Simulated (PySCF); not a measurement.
CHN, SMILES C#N. Coordinates come from a B3LYP-D3(BJ)/def2-TZVPD optimisation.

TDDFT-LC-ωPBE/def2-TZVPD (PySCF) puts the lowest singlet excitations at 7.83, 8.26, 8.26, 9.46, 9.46, 10.42 eV and the lowest triplet (TDA) at 6.27 eV.

### Question
What are the lowest singlet roots from EOM-CCSD/aug-cc-pVDZ in PySCF? (The exact figures need the calculation; the answer reports its results.)

### Answer
8.59, 8.92, 8.92, 9.36, 9.36, 10.22 eV; triplets 6.50, 7.66, 7.66 eV. S1 differs by 0.76 eV (second minus first; roots are paired by order, and the bases may differ).
